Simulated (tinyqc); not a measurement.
Extended Hueckel theory, for CH4, step by step. One step of it, computed by the program tinyqc.

Task: Wolfsberg-Helmholz matrix. H_ij = K' S_ij (H_ii + H_jj)/2 for i != j (the diagonal keeps H_ii), with K' = K + D^2 + D^4 (1 - K), D = (H_ii - H_jj)/(H_ii + H_jj), K = 2.

overlap S, order 1C 2s, 1C 2px, 1C 2py, 1C 2pz, 2H 1s, 3H 1s, 4H 1s, 5H 1s:
```
[[1.000000, 0.000000, 0.000000, 0.000000, 0.509279, 0.509279, 0.509279, 0.509279],
 [0.000000, 1.000000, 0.000000, 0.000000, 0.289529, 0.289529, -0.289529, -0.289529],
 [0.000000, 0.000000, 1.000000, 0.000000, 0.289529, -0.289529, 0.289529, -0.289529],
 [0.000000, 0.000000, 0.000000, 1.000000, 0.289529, -0.289529, -0.289529, 0.289529],
 [0.509279, 0.289529, 0.289529, 0.289529, 1.000000, 0.160510, 0.160510, 0.160510],
 [0.509279, 0.289529, -0.289529, -0.289529, 0.160510, 1.000000, 0.160510, 0.160510],
 [0.509279, -0.289529, 0.289529, -0.289529, 0.160510, 0.160510, 1.000000, 0.160510],
 [0.509279, -0.289529, -0.289529, 0.289529, 0.160510, 0.160510, 0.160510, 1.000000]]
```

diagonal H_ii (eV): [-21.400000, -11.400000, -11.400000, -11.400000, -13.600000, -13.600000, -13.600000, -13.600000]

K = 2.000000

Give: H.

Result:

H (eV), order 1C 2s, 1C 2px, 1C 2py, 1C 2pz, 2H 1s, 3H 1s, 4H 1s, 5H 1s:
```
[[-21.400, 0.000, 0.000, 0.000, -18.245, -18.245, -18.245, -18.245],
 [0.000, -11.400, 0.000, 0.000, -7.266, -7.266, 7.266, 7.266],
 [0.000, 0.000, -11.400, 0.000, -7.266, 7.266, -7.266, 7.266],
 [0.000, 0.000, 0.000, -11.400, -7.266, 7.266, 7.266, -7.266],
 [-18.245, -7.266, -7.266, -7.266, -13.600, -4.366, -4.366, -4.366],
 [-18.245, -7.266, 7.266, 7.266, -4.366, -13.600, -4.366, -4.366],
 [-18.245, 7.266, -7.266, 7.266, -4.366, -4.366, -13.600, -4.366],
 [-18.245, 7.266, 7.266, -7.266, -4.366, -4.366, -4.366, -13.600]]
```
